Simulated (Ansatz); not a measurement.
The input, for Ansatz 0.2.0:

```yaml
crystal:
  periodic: [false, false, false]
  atoms:
    - {symbol: B, position_ang: [0.000000, -1.356815, -0.905184]}
    - {symbol: Ge, position_ang: [0.000000, 0.055950, 0.757740]}
    - {symbol: P, position_ang: [0.000000, 0.342363, -1.461116]}
basis:
  gaussian: {orbitals: cc-pVDZ}
magnetization: {spin_polarized: true, initial_magnetization: 2}
hamiltonian: {xc: {name: r2SCAN}}
```

```sh
$ ansatz run in.yaml --threads 1 --pin off --events-out ev --progress --plain --max-ram 2393MiB
```

Output:

```
654 factors; integrals over basis functions are off by at most 7.8e-4 eV
mean field evaluation 1: about -66475.3473 eV, gradient 1.8e1 eV
mean field evaluation 2: about -66455.8512 eV, gradient 4.4e1 eV
mean field evaluation 4: about -66477.9804 eV, gradient 2.9e0 eV
mean field evaluation 8: about -66478.0643 eV, gradient 2.6e-1 eV
mean field evaluation 16: about -66478.0651 eV, gradient 3.7e-4 eV
mean field -66478.06506754 eV, -2443.0238307811 hartree, gradient 4.8e-5 eV, S^2 2.014107; 0 other end points of the search recorded, 0 dependent functions left out
reference -66478.06507662 eV, -2443.0238311148 hartree; 27, 25 occupied and 32, 34 virtual orbitals, 654 factors
Total energy: -66478.06507662 eV, -2443.0238311148 hartree
```

Ran on 1 thread of Arm Neoverse V2, shared host: 5.5 s wall, 0.14 GiB peak host memory.
